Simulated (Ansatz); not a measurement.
This geometry of C₃H₃FS (8 atoms, charge 0, multiplicity 1) is a first-order saddle point.

These are results of Ansatz 0.2.0, RKS PBE/def2-SVP, not measurements.

```xyz
8
Properties=species:S:1:pos:R:3
F 0.070 1.133 1.651
C 0.534 0.931 0.360
C -0.150 -0.208 -0.296
C -0.513 -1.453 -0.331
S -1.350 -0.580 -1.719
H 1.627 0.718 0.407
H 0.386 1.859 -0.233
H -0.513 -2.458 0.105
```

Q: Which two structures does it join? (They come from a converged band through this point; their orientation in space is the band's.)

A: No bond is made or broken. The dihedral F1–C2–C3–S5 goes from 63 to -180°.

Image 0:

```xyz
8
Properties=species:S:1:pos:R:3
F -0.180 1.667 1.295
C 0.539 0.906 0.389
C -0.246 -0.222 -0.134
C -0.429 -1.470 -0.438
S -1.817 -0.501 -1.154
H 1.456 0.510 0.883
H 0.846 1.561 -0.461
H -0.077 -2.507 -0.436
```

Image 8:

```xyz
8
Properties=species:S:1:pos:R:3
F 0.558 0.823 1.743
C 0.484 0.944 0.371
C -0.123 -0.245 -0.250
C -0.661 -1.423 -0.245
S -0.530 -0.774 -1.991
H 1.505 1.093 -0.054
H -0.122 1.842 0.101
H -1.019 -2.318 0.270
```

Q: How far does it lie above each of them?

A: 6.9 kJ/mol above the first and 11.0 kJ/mol above the second. This is the barrier of this one path; another mechanism may lie lower.

The run took 2.3 min on 1 thread of Arm Neoverse V2, with other jobs on the host, peak memory 0.12 GiB.
